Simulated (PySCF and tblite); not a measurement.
The numbers below are computed, except where a source is named.
Conformer ensemble of C₅H₁₂O, numbered as in [CH3:1][CH2:2][C@H:3]([CH3:4])[O:5][CH3:6]

The ensemble was built from 90 distance-geometry starts (ETKDG, MMFF94s, GFN2-xTB) and rests on GFN2-xTB geometries. Energies: B3LYP-D3(BJ)/def2-SVP (IEF-PCM, acetone), with GFN2-xTB thermal terms (modes under about 100 cm⁻¹ blended into free rotors). Symmetry numbers and mirror images are counted. Conformers within 3 kcal/mol (GFN2-xTB free energy) were kept, 10 at most. GIAO shieldings: wB97X-D/pcSseg-1 (IEF-PCM, acetone). Couplings: B3LYP/6-31G* with pcJ-1 on H (gas phase; spin-dipole term only for pairs with B, N, F, Si or P). Couplings are for ¹H. H–H couplings come out 0.1 to 0.9 Hz lower than with pcJ-1 on all atoms. Shifts are against TMS (¹H), TMS (¹³C) at the same level; of two unlike H on one atom, a is the less shielded. Run with PySCF (density fitting) and tblite.

Torsions listed: C1–C2–C3–O5, C2–C3–O5–C6.

| conformer | shape | symmetry | E(GFN2) kcal/mol | E(DFT) kcal/mol | G(298.15 K) kcal/mol | weight % | dipole D |
| --- | --- | --- | --- | --- | --- | --- | --- |
| 1 | 65°, -162° | C1 | 0.00 | 0.00 | 0.00 | 50.8 | 1.56 |
| 2 | -57°, -73° | C1 | 0.60 | 0.50 | 0.72 | 15.1 | 1.55 |
| 3 | 174°, -78° | C1 | 0.45 | 0.83 | 0.74 | 14.5 | 1.59 |
| 4 | 166°, -166° | C1 | 0.34 | 0.81 | 0.82 | 12.8 | 1.54 |
| 5 | -64°, -166° | C1 | 0.66 | 0.89 | 1.20 | 6.8 | 1.58 |

Weights (%) against temperature:

```csv
T (K),1,2,3,4,5,S(mix) cal/mol/K
180,70.8,10.5,8.2,7.5,3.0,1.96
230,60.3,13.1,11.5,10.3,4.8,2.38
298.15,50.8,15.1,14.5,12.8,6.8,2.69
330,47.7,15.7,15.5,13.6,7.5,2.78
400,42.7,16.7,17.0,14.8,8.8,2.90
```

Averaged shifts at 298.15 K. ¹H: 3.61 (H6, 3H), 3.18 (H3, 1H), 1.40 (H2a, 1H), 1.39 (H2b, 1H), 1.16 (H4, 3H), 0.98 (H1, 3H) ppm. ¹³C: 82.6 (C3), 59.6 (C6), 33.4 (C2), 21.1 (C4), 12.4 (C1) ppm.

Averaged couplings (Hz): ²J(H1,H1) -13.7, ³J(H1,H2b) 7.5, ³J(H1,H2a) 7.5, ²J(H2b,H2a) -13.6, ³J(H2b,H3) 4.4, ³J(H2a,H3) 6.2, ³J(H3,H4) 6.0, ²J(H4,H4) -13.7, ²J(H6,H6) -10.9.

Coordinates of conformer 1 (Å):

```xyz
18

C     2.107    0.847   -0.205
C     1.302   -0.434   -0.385
C    -0.102   -0.315    0.214
C    -0.822   -1.667    0.191
O    -0.791    0.666   -0.544
C    -1.927    1.206    0.073
H     3.079    0.757   -0.684
H     2.261    1.057    0.852
H     1.573    1.682   -0.651
H     1.819   -1.269    0.089
H     1.195   -0.651   -1.449
H    -0.023    0.031    1.260
H    -0.253   -2.400    0.756
H    -0.924   -2.010   -0.836
H    -1.813   -1.588    0.632
H    -2.267    2.018   -0.567
H    -2.735    0.471    0.174
H    -1.688    1.604    1.068
```

Coordinates of conformer 2 (Å):

```xyz
18

C    -1.651   -0.948   -0.136
C    -0.649   -0.511    0.927
C     0.318    0.578    0.426
C    -0.408    1.872    0.069
O     1.033    0.183   -0.733
C     2.037   -0.772   -0.520
H    -1.130   -1.173   -1.064
H    -2.379   -0.165   -0.330
H    -2.185   -1.837    0.191
H    -0.065   -1.377    1.248
H    -1.171   -0.126    1.804
H     1.041    0.785    1.236
H    -1.038    1.711   -0.800
H     0.317    2.643   -0.176
H    -1.017    2.205    0.904
H     1.628   -1.757   -0.265
H     2.589   -0.849   -1.455
H     2.721   -0.458    0.280
```

Shifts are unscaled: against experiment ¹³C can be off by 15 ppm or more and ¹H by 0.8 ppm.

Search and properties took 4.9 min on 1 thread of Intel Xeon Platinum 8375C @ 2.90GHz, on a host shared with other jobs (rough), launched as `OMP_NUM_THREADS=1 python ens_run.py task.json out`.
